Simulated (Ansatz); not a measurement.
This script for the interaction energy of a dimer with the counterpoise correction of H₃P, SMILES P with the Ansatz DFT code, driven from Python holds a mistake.

`dimer_h3p.py`
```python
"""Binding of a H3P dimer at a trial geometry."""

import ansatz as az
import numpy as np

FIRST = [
    ("P", (0.3429, -0.324, -0.3283)),
    ("H", (0.6129, -0.0305, 1.0005)),
    ("H", (-0.9801, -0.6411, -0.0556)),
    ("H", (0.0243, 0.9957, -0.6165)),
]
SECOND = [
    ("P", (0.9452, -2.2789, 2.3011)),
    ("H", (1.59, -3.4304, 2.7291)),
    ("H", (2.0362, -1.478, 2.6071)),
    ("H", (1.3724, -2.4552, 0.9924)),
]

def energy(atoms, ghosts=()):
    molecule = az.Crystal.molecule()
    for symbol, xyz in atoms:
        molecule = molecule.atom(symbol, xyz)
    calc = (
        molecule.calculation()
        .basis(gaussian="aug-cc-pVDZ")
        .correlation("mp2")
    )
    deck = calc.input()
    if ghosts:
        deck = deck.set(az.key.basis.gaussian.ghost_atoms, [{"symbol": s, "position_ang": list(xyz)} for s, xyz in ghosts])
    return az.Session.from_dict(deck).execute().report["free_energy_ev"]

# monomers in their own basis and in the basis of the dimer
direction = np.array([0.4174, -0.6771, 0.606])
print("shift (A)   counterpoise-corrected interaction (kcal/mol)")
for shift in (-0.3, 0.0, 0.4, 1.0, 2.0):
    moved = [(s, tuple(np.round(np.array(xyz) + shift * direction, 4))) for s, xyz in SECOND]
    gain = energy(FIRST + moved) - energy(FIRST, moved) - energy(moved, FIRST)
    print(f"{shift:8.2f} {23.060548 * gain:14.3f}")
```

```console
$ python dimer_h3p.py
shift (A)   counterpoise-corrected interaction (kcal/mol)
Traceback (most recent call last):
  File "dimer_h3p.py", line 38, in <module>
    gain = energy(FIRST + moved) - energy(FIRST, moved) - energy(moved, FIRST)
           ~~~~~~^^^^^^^^^^^^^^^
  File "dimer_h3p.py", line 31, in energy
    return az.Session.from_dict(deck).execute().report["free_energy_ev"]
           ^^^^^^^^^^^^^^^^^^^^^^^^^^^^^^^^^^
  ...
AttributeError: 'ansatz.Session' object has no attribute 'execute'
$ echo $?
1
```
(Library frames cut from the traceback.)

Why does it end like this?

The fault: a session has to be planned before it's executed. The change:

```diff
--- before
+++ after
@@ -30,3 +30,3 @@
         deck = deck.set(az.key.basis.gaussian.ghost_atoms, [{"symbol": s, "position_ang": list(xyz)} for s, xyz in ghosts])
-    return az.Session.from_dict(deck).execute().report["free_energy_ev"]
+    return az.Session.from_dict(deck).plan().execute().report["free_energy_ev"]
```

After the fix:

```console
$ python dimer_h3p.py
shift (A)   counterpoise-corrected interaction (kcal/mol)
   -0.30          9.486
    0.00          2.725
    0.40         -0.212
    1.00         -0.683
    2.00         -0.288
```

The dimer is a generated trial pose of unrelaxed monomers, not a minimum, so the figure is no binding energy, and the basis set is small. Run time: 29 s on 1 thread of Intel(R) Xeon(R) Platinum 8488C (Sapphire Rapids), on a shared host, peak memory 0.26 GiB.

(Lines on the test bed's own set-up are left out of the output.)
